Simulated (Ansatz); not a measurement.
## Other spins and charges of GeAs⁺, triplet at one geometry

Geometry (PBE0/def2-TZVP stationary point for this spin):

```xyz
2

Ge    0.0000    0.0000    0.0000
As    0.0000    0.0000    2.4053
```

Basis cc-pVDZ; Ansatz 0.2.0. Correlated methods freeze the noble-gas cores and the filled d shells of p-block atoms. Prefix R: restricted or restricted open-shell reference. Active spaces: valence = (8e, 8o) chosen from the atoms' valence shells. No spin–orbit coupling is included, and no scalar relativity.

Gaps are energies of the second state less the first, at fixed atoms, for a selection of the levels run; each method lands on the state that its own search finds for that charge and spin.

For open shells CISD and CISDTQ are restricted-active-space CI with the open shells as a complete middle space. The determinant of the GeAs⁺ singlet fills πx and πy unequally, so it is a mixture of Σ and Δ, which weighs on every level built on one determinant.

Singlet less triplet: 0.716 eV at full CI (triplet A2, singlet A1, in C2v).

By full CI's occupations no single determinant describes the singlet well.

```
     level  gap (eV)  error (meV)
       RHF     1.391          675
      RMP2     1.066          350
      CISD     1.064          348
     RCCSD     0.933          217
  RCCSD(T)     0.867          151
   BCCD(T)     0.871          155
   RCCSDT*     0.787           71
    CISDTQ     0.801           85
RCCSDT(Q)*     0.719            3
  RCCSDTQ*     0.720            4
```

An asterisk marks runs whose energy the program itself flagged as in doubt.

Quintet less triplet: 1.572 eV at full CI (triplet A2, quintet B1, in C2v).

```csv
level,gap (eV),error (meV)
RHF,1.025,-547
RMP2,1.425,-147
CISD,1.377,-195
RCCSD,1.502,-70
RCCSD(T),1.555,-17
BCCD(T),1.554,-18
RCCSDT,1.568,-4
CISDTQ,1.560,-12
RCCSDT(Q),1.571,-1
RCCSDTQ,1.571,-1
CASSCF (valence space),1.554,-18
NEVPT2 (valence space),1.558,-14
MRCISD (valence space),1.563,-9
MRCISD+Q (valence space),1.555,-17
PBE,1.878,306
r2SCAN,1.743,171
PBE0,1.714,142
B3LYP,1.929,357
wB97M-V,1.762,190
B2PLYP,1.775,203
RPA-PBE,1.710,138
```

In so small a basis the reference is far from its limit while semilocal and hybrid functionals are nearer theirs (RPA and double hybrids share much of the reference's basis error), so the functionals' errors here hold much of the reference's basis and frozen-core error, which can add to them or hide them.

Full CI is exact within this basis and frozen core; it isn't the basis-set limit.
